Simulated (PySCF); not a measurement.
Geometry:
| atom | x (Å) | y (Å) | z (Å) |
| --- | --- | --- | --- |
| C1 | 2.441 | -0.927 | -0.319 |
| C2 | 1.265 | -0.769 | 0.257 |
| C3 | 0.549 | 0.540 | 0.380 |
| C4 | -0.814 | 0.472 | -0.279 |
| C5 | -1.971 | -0.107 | 0.438 |
| N6 | -1.843 | 1.323 | 0.271 |
| H7 | 2.920 | -1.889 | -0.388 |
| H8 | 2.981 | -0.095 | -0.742 |
| H9 | 0.740 | -1.619 | 0.673 |
| H10 | 0.399 | 0.784 | 1.434 |
| H11 | 1.138 | 1.338 | -0.077 |
| H12 | -0.775 | 0.331 | -1.358 |
| H13 | -1.838 | -0.450 | 1.455 |
| H14 | -2.723 | -0.651 | -0.122 |
| H15 | -2.473 | 1.726 | -0.415 |

Geometry: GFN2-xTB; GIAO absolute shieldings from PySCF 2.14.0 with density-fitted response routines, gas phase, non-relativistic, averaged over equivalent atoms.

At PBE0/pcSseg-1 (147 basis functions, 15 s wall time on 1 thread of an Arm Neoverse V1, shared host):
| atoms | σ (ppm) |
| --- | --- |
| C2 | 41.2 |
| C1 | 64.9 |
| C3 | 140.5 |
| C4 | 156.5 |
| C5 | 163.0 |
| N6 | 238.8 |
| H9 | 25.53 |
| H8 | 26.24 |
| H7 | 26.43 |
| H11 | 28.96 |
| H12 | 29.89 |
| H14 | 29.90 |
| H10 | 30.13 |
| H13 | 30.56 |
| H15 | 31.69 |

Q: What do these become at B3LYP/aug-pcSseg-1?

A: 
```tsv
atoms	σ at B3LYP/aug-pcSseg-1	change
C2	33.6	-7.6
C1	60.8	-4.1
C3	133.5	-7.0
C4	149.9	-6.6
C5	157.3	-5.7
N6	230.9	-7.9
H9	25.55	+0.02
H8	26.41	+0.17
H7	26.62	+0.19
H11	29.04	+0.08
H12	29.80	-0.09
H14	29.82	-0.08
H10	30.21	+0.08
H13	30.59	+0.03
H15	31.61	-0.08
```

The largest change is at N6 (amine nitrogen). Cost: 237 basis functions, 23 s wall time on 1 thread of an Arm Neoverse V2, shared host. The order of the carbon signals is the same at both levels.
